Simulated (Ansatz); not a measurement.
All values below come from frozen-core CCSD(T)/def2-TZVPP // B3LYP-D3(BJ)/def2-TZVP (Ansatz, a program for electronic structure).

Ansatz 0.2 input:
```yaml
crystal:
  periodic: [false, false, false]
  atoms:
    - { symbol: C, position_ang: [-0.730463, 0.020768, 0.120615] }
    - { symbol: C, position_ang: [0.548395, 0.097479, -0.199599] }
    - { symbol: Cl, position_ang: [1.777638, -0.896139, 0.522295] }
    - { symbol: H, position_ang: [-1.442695, 0.671068, -0.369755] }
    - { symbol: H, position_ang: [-1.098817, -0.674315, 0.862176] }
    - { symbol: H, position_ang: [0.945943, 0.781139, -0.935732] }
basis:
  gaussian: { orbitals: def2-TZVPP }
correlation:
  method: ccsd_t
```

Output:

```
Functional definition: HF
863 factors; integrals over basis functions are off by at most 7.2e-4 eV
mean field evaluation 1: about -14610.7266 eV, gradient 2.4e1 eV
mean field evaluation 2: about -14610.7317 eV, gradient 2.4e1 eV
mean field evaluation 4: about -14612.3717 eV, gradient 2.8e0 eV
mean field evaluation 8: about -14612.4079 eV, gradient 7.0e-4 eV
mean field evaluation 16: about -14612.4032 eV, gradient 2.9e-1 eV
mean field -14612.40793150 eV, -536.9960868367 hartree, gradient 3.5e-6 eV, S^2 0.000000; 0 other end points of the search recorded, 0 dependent functions left out
7 core orbitals not correlated
reference -14612.40793150 eV, -536.9960868367 hartree; 9, 9 occupied and 130, 130 virtual orbitals, 863 factors
second order -14.02083730 eV of doubles, -0.00000000 eV of singles
cycle   1  -14.49079470 eV  change   -4.7e-1 eV  update   7.8e-2
cycle   2  -14.85338781 eV  change   -3.6e-1 eV  update   2.5e-2
cycle   3  -14.92597045 eV  change   -7.3e-2 eV  update   1.1e-2
cycle   4  -14.92214882 eV  change    3.8e-3 eV  update   3.1e-3
cycle   5  -14.92281119 eV  change   -6.6e-4 eV  update   1.2e-3
cycle   6  -14.92296966 eV  change   -1.6e-4 eV  update   2.6e-4
cycle   7  -14.92293963 eV  change    3.0e-5 eV  update   1.0e-4
cycle   8  -14.92294680 eV  change   -7.2e-6 eV  update   3.3e-5
cycle   9  -14.92294621 eV  change    5.9e-7 eV  update   1.5e-5
perturbative correction -0.67736255 eV, -0.0248926144 hartree
Total energy: -14628.00824026 eV, -537.5693876093 hartree
```

Cost: roughly 18 core-seconds.
